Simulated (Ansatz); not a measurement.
2H MoTe2 was calculated with HSE06+SOC in Ansatz (plane waves, PAW).

Run with plane-wave cutoff 460 eV, 9×9×2 k mesh (along the axes of the cell as run), Fermi–Dirac smearing 0.01 eV, PAW data made under PBE.

Cell (measured lattice):

```cif
data_Mo2Te4
_chemical_formula_sum 'Te4 Mo2'
_space_group_name_H-M_alt 'P63/mmc'
_space_group_IT_number 194
_space_group_name_Hall '-P 6c 2c'
_cell_length_a 3.51800
_cell_length_b 3.51800
_cell_length_c 13.97400
_cell_angle_alpha 90.000
_cell_angle_beta 90.000
_cell_angle_gamma 120.000
loop_
_atom_site_label
_atom_site_type_symbol
_atom_site_symmetry_multiplicity
_atom_site_Wyckoff_symbol
_atom_site_fract_x
_atom_site_fract_y
_atom_site_fract_z
_atom_site_occupancy
Te1 Te 4 f 0.66667 0.33333 0.12100 1
Mo1 Mo 2 c 0.33333 0.66667 0.25000 1
```

Problem. What does this level give for the band gap, smallest direct gap on the k points sampled and Γ–Γ gap?

Solution. 
- band gap = 1.08 eV (indirect)
- smallest direct gap on the k points sampled = 1.32 eV
- Γ–Γ gap = 3.09 eV

Measured, for comparison: band gap 1.06 ± 0.01 eV (4 K, zero-point motion not removed, indirect, absorption from ellipsometry, single crystal; as tabulated in Gulo et al. (2023), doi:10.1103/physrevmaterials.7.044001).

Note: cell and atoms aren't relaxed at this level (largest force component 0.33 eV/Å, pressure -0.6 GPa).

Static lattice: no zero-point or thermal effects.

Ansatz is a quantum-chemistry and plane-wave program.
